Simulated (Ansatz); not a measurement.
# revPBE/STO-3G run of BH2SF (SMILES FBS)

Aim: the vertical singlet–triplet gap of BH2SF at revPBE/STO-3G, from 2 runs. 

The calculation is run with Ansatz 0.2.0.

65 further runs of the same task are left out: 65 set aside as unsound or not needed.

### 1 The system as given

The species is BH2SF (5 atoms), meant as a singlet with charge 0. As SMILES, `FBS`. The shape is that of a PBE0-D4/def2-TZVP optimisation. This is one conformer, not always the lowest.

Bond lengths: F1–B2 1.322 Å, B2–S3 1.794 Å, B2–H4 1.194 Å, S3–H5 1.342 Å. Angles: F1–B2–S3 117.9°, F1–B2–H4 119.5°, S3–B2–H4 122.6°, B2–S3–H5 94.9°.

### 2 A single-point energy at revPBE/STO-3G

Contents of input.yaml:

```yaml
crystal:
  periodic: [false, false, false]
  atoms:
    - {symbol: F, position_ang: [-1.119100, -0.905900, -1.069200]}
    - {symbol: B, position_ang: [-0.412800, -0.339100, -0.106100]}
    - {symbol: S, position_ang: [0.972400, 0.698600, -0.579400]}
    - {symbol: H, position_ang: [-0.712000, -0.530900, 1.033700]}
    - {symbol: H, position_ang: [1.321400, 1.003700, 0.679600]}
basis:
  gaussian: {orbitals: STO-3G}
magnetization: {spin_polarized: false, initial_magnetization: 0}
hamiltonian: {xc: {name: revPBE}}
accuracy: high
```

Run with:

```console
$ ansatz run input.yaml --threads 1 --pin off --max-ram 2610MiB --events-out events.jsonl --progress --plain --runs-dir runs
```

Output:

```text
Warning: RAYON_NUM_THREADS=1 ignored (pool sized by the plan → 1); use --threads N
Functional definition: revPBE
  name "revPBE"
  parameter kappa = 1.245
  parameter beta = 0.06672455060314922
  exchange = pbe_x(kappa = kappa, mu = beta*pi^2/3)
  correlation = pbe_c(beta = beta)
371 factors; integrals over basis functions are off by at most 2.9e-8 eV
mean field evaluation 1: about -14092.3769 eV, gradient 6.9e0 eV
mean field evaluation 2: about -14092.4505 eV, gradient 5.2e0 eV
mean field evaluation 4: about -14092.5485 eV, gradient 3.7e-1 eV
mean field evaluation 8: about -14092.4945 eV, gradient 3.3e-2 eV
mean field evaluation 16: about -14092.4945 eV, gradient 4.4e-8 eV
mean field -14092.49446569 eV, -517.8896193783 hartree, gradient 4.4e-8 eV, S^2 0.000000; 0 other end points of the search recorded, 0 dependent functions left out
reference -14092.49446766 eV, -517.8896194506 hartree; 16, 16 occupied and 5, 5 virtual orbitals, 371 factors
Total energy: -14092.49446766 eV, -517.8896194506 hartree
```

Wall time 1.2 s (1 thread of Arm Neoverse V1, shared host); peak memory 0.096 GiB.

### 3 The triplet, same level

Contents of molecule.yaml:

```yaml
crystal:
  periodic: [false, false, false]
  atoms:
    - symbol: F
      position_ang: [-1.119100, -0.905900, -1.069200]
    - symbol: B
      position_ang: [-0.412800, -0.339100, -0.106100]
    - symbol: S
      position_ang: [0.972400, 0.698600, -0.579400]
    - symbol: H
      position_ang: [-0.712000, -0.530900, 1.033700]
    - symbol: H
      position_ang: [1.321400, 1.003700, 0.679600]
basis:
  gaussian: {orbitals: STO-3G}
magnetization: {spin_polarized: true, initial_magnetization: 2}
hamiltonian: {xc: {name: revPBE}}
accuracy: high
```

Run with:

```console
$ ansatz run molecule.yaml --threads 1 --pin off --max-ram 2610MiB --events-out events.jsonl --progress --plain --runs-dir runs
```

Output, cut to the lines that bear on the results:

```text
Warning: RAYON_NUM_THREADS=1 ignored (pool sized by the plan → 1); use --threads N
[... 6 set-up lines as earlier in the session ...]
371 factors; integrals over basis functions are off by at most 2.9e-8 eV
mean field evaluation 1: about -14084.6962 eV, gradient 1.2e1 eV
mean field evaluation 2: about -14066.4635 eV, gradient 3.2e1 eV
mean field evaluation 4: about -14084.0050 eV, gradient 1.6e1 eV
mean field evaluation 8: about -14085.3058 eV, gradient 8.4e0 eV
mean field evaluation 16: about -14086.3920 eV, gradient 3.8e-3 eV
mean field evaluation 32: about -14086.3909 eV, gradient 1.5e-1 eV
mean field -14086.39201394 eV, -517.6653584129 hartree, gradient 2.1e-8 eV, S^2 2.001623; 4 other end points of the search recorded, 0 dependent functions left out
reference -14086.39201596 eV, -517.6653584870 hartree; 17, 15 occupied and 4, 6 virtual orbitals, 371 factors
Total energy: -14086.39201596 eV, -517.6653584870 hartree
```

It took 4.5 s on 1 thread of Arm Neoverse V1, shared host; peak memory 0.13 GiB.

### 4 Results

At revPBE/STO-3G:

```
                                        quantity          value
                           singlet: total energy  -517.88962 Eh
                           triplet: total energy  -517.66536 Eh
                                   triplet: ⟨S²⟩          2.002
vertical energy of the triplet above the singlet       6.102 eV
```

What this shows: At this shape the triplet lies 6.10 eV (141 kcal/mol) above the singlet. In a minimal basis such a difference can be off by several eV, whatever the method.
